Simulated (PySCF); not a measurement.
Compound: C₃H₄F₂O.
Cartesian coordinates in Å at the PBE0-D3(BJ)/def2-SVP level; atoms count from 1:
```
atom  x, y, z in Å
O1     2.079   -0.048   -1.347
C2     1.288   -0.389   -0.512
C3     0.252    0.531    0.084
C4    -1.118   -0.091    0.209
F5    -1.948    0.756    0.852
F6    -1.036   -1.229    0.940
H7     1.287   -1.430   -0.100
H8     0.205    1.457   -0.506
H9     0.575    0.787    1.109
H10   -1.574   -0.347   -0.764
```

Computed with TDDFT CAM-B3LYP/def2-SVPD, vertical, gas phase, core orbitals frozen in the response (PySCF 2.14.0, density-fitted response routines).

Frontier orbitals with the atoms that hold most of them (Löwdin shares over 4%, at most four atoms; ? is withheld):

```csv
orbital,ε (eV),atoms
HOMO-3,-13.43,"F6 25%, C3 16%, O1 13%, H8 10%"
HOMO-2,-12.79,"O1 35%, C3 18%, C2 17%, F6 8%"
HOMO-1,-11.77,?
HOMO,-9.53,?
LUMO,?,"C2 40%, O1 34%, C3 9%, H7 6%"
LUMO+1,1.36,"C4 24%, C2 15%, H10 15%, C3 12%"
LUMO+2,1.74,"C2 19%, H7 12%, O1 12%, H10 11%"
```

(1) Give the leading atoms of the HOMO-1.

(2) Give the leading atoms of the HOMO.

(3) What is the LUMO energy, and the HOMO–LUMO gap?

Results:

(1) C4 (bonded to C, 2 F and H) 20%; F6 (bonded to C) 18%; F5 (bonded to C) 18%; C3 (bonded to 2 C and 2 H) 16%. By element: carbon 36% or more, fluorine 36%.

(2) O1 (bonded to C) 61%; C2 (bonded to C, O and H) 16%; C3 (bonded to 2 C and 2 H) 10%; H7 (bonded to C) 9%. By element: oxygen 61%, carbon 26% or more, hydrogen 9% or more.

(3) ε(LUMO) = -0.21 eV; the gap is 9.32 eV (0.3424 hartree).

How does S1 compare with the orbital gap of 9.32 eV?

S1 is at 4.21 eV (f = 0.0001), 5.11 eV below the gap, made of HOMO→LUMO (98%). 

One configuration dominates each of S1 and S3. Which, and how do the shares of the two leading atoms of either orbital change from the occupied to the empty one?

- S1 (4.21 eV, f 0.0001), HOMO→LUMO (98%): O1 61% → 34%, C2 16% → 40%; low, almost dark, from the terminal oxygen into the C=O bond, the pattern of n→π*
- S3 (8.24 eV, f 0.055), HOMO-1→LUMO (83%): C4 20% → at most 7%, F6 18% → at most 7%, C2 at most 16% → 40%, O1 at most 16% → 34%

Löwdin shares depend on the basis, the more so with diffuse functions.

One conformer stands for the species.
